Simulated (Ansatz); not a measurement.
CH5Al (AlH2Me): methods side by side

CH5Al has 7 atoms, charge 0, and is taken as a singlet. SMILES: `[H][Al]([H])[CH3]`. Geometry: a GFN2-xTB relaxation, a rough one for these elements and not checked as a minimum.

Each level gives the vertical ionisation energy (to the doublet cation) (eV). The values are calculated.

| level | kind | program | value (eV) | less FCI/STO-3G | CPU time (all runs) |
| --- | --- | --- | --- | --- | --- |
| CAM-B3LYP/STO-3G | range-separated hybrid | Ansatz | 8.83 | +0.83 | 6.2 s |
| wB97M-V/STO-3G | range-separated hybrid | Ansatz | 8.83 | +0.83 | 54 s |
| B2PLYP/STO-3G | double hybrid | Ansatz | 8.55 | +0.55 | 6.9 s |
| MP2/STO-3G | perturbation theory | Ansatz | 8.13 | +0.13 | 0.27 s |
| CCSD(T)/STO-3G | coupled cluster or CI | Ansatz | 8.00 | 0.00 | 0.39 s |
| CCSDT(Q)/STO-3G | coupled cluster or CI | Ansatz | 8.00 | 0.00 | 1.2 s |
| CCSDT/STO-3G | coupled cluster or CI | Ansatz | 8.00 | 0.00 | 0.95 s |
| CCSDTQ/STO-3G | coupled cluster or CI | Ansatz | 8.00 | 0.00 | 25 s |
| FCI/STO-3G | exact in the basis | Ansatz | 8.00 | 0.00 | 33 s |

FCI/STO-3G is exact within its basis and frozen core, so for wave-function methods in that basis the difference is their error; functionals converge differently with the basis, so for them it is only a difference. The values span 8.00 to 8.83 eV. All rows use very small basis sets, so even the best lies far from the true value. CPU times are rough (shared hosts, several kinds of processor): they show what a rung costs within a factor of a few.
